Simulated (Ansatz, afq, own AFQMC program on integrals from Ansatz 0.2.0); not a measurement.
# GeNH2, quartet: AFQMC among the cluster methods

```json
{"atom": "Ge", "x (Å)": "0.0000", "y (Å)": "0.0000", "z (Å)": "0.4319"}
{"atom": "N", "x (Å)": "0.0000", "y (Å)": "0.0000", "z (Å)": "-1.8834"}
{"atom": "H", "x (Å)": "0.0000", "y (Å)": "0.8309", "z (Å)": "-2.4773"}
{"atom": "H", "x (Å)": "0.0000", "y (Å)": "-0.8309", "z (Å)": "-2.4773"}
```

Connectivity, by distances: Ge–NH2.

Basis cc-pVTZ. Only valence electrons are correlated. Ansatz 0.2.0 and our own AFQMC program on the same integrals; the CISD trial comes from CCSD amplitudes, and released means the phaseless constraint is let go. Free projection: walkers drawn from exp(T), propagated without any constraint. Its projection time is finite, and what remains of the start isn't in its error. ± is one standard error of the sampling. No spin–orbit coupling.

Determinant: ROHF, the one that the program's search chose, which needn't be the lowest solution. The geometry is a PBE0/def2-TZVP stationary point of this or a neighbouring charge and spin state.

No full CI on the walks' own integrals is used here. The released AFQMC energy serves as the reference, which it does only where one determinant dominates, the energy is flat over the last release times and near the phaseless one (40 meV or 2 meV an electron, half that with transition metals). On small molecules, where full CI could be run and the noise was under 10 meV, such values lay within 10 meV of it in 19 cases of 20, a flattering rate, since the rule was set on those same cases; what remains of the bias isn't in the error bar.

Cautions: no relativity below Rb; no spin-orbit coupling; inner d shell frozen; lower spins were not checked; the released value is read at 1.50 1/Eh (meV from the phaseless value at times in 1/Eh: -8 ± 5 at 0.24, -2 ± 4 at 0.50, -14 ± 6 at 1.00, -9 ± 6 at 1.50).

* T1 diagnostic: 0.0181
* weight of the determinant in the CISD state: 0.885
* size of the correlated space: 11 electrons in 86 orbitals

Reference: AFQMC with the constraint released, correlation energy -7.919 ± 0.006 eV.

```
        level  E − E(reference) (meV)  share of correlation (%)
           HF            7918.5 ± 5.7                      0.00
          MP2            1067.9 ± 5.7                     86.51
         CCSD             278.2 ± 5.7                     96.49
      CCSD(T)              30.3 ± 5.7                     99.62
  ph-AFQMC/HF             54.3 ± 27.6                     99.31
ph-AFQMC/CISD               9.3 ± 7.6                     99.88
   free AFQMC             -7.8 ± 11.5                    100.10
```

Free projections are given only where their last times agree within the noise and don't stop above the reference; a slow remainder of the start can still hide under it. A walk keeps the symmetry of its determinant, which the program's search chose and which needn't be the lowest solution, so a lower state of the same spin and another symmetry isn't excluded. Released energies are given only where the last usable release times agree within the noise; a slower fall can still hide under it.
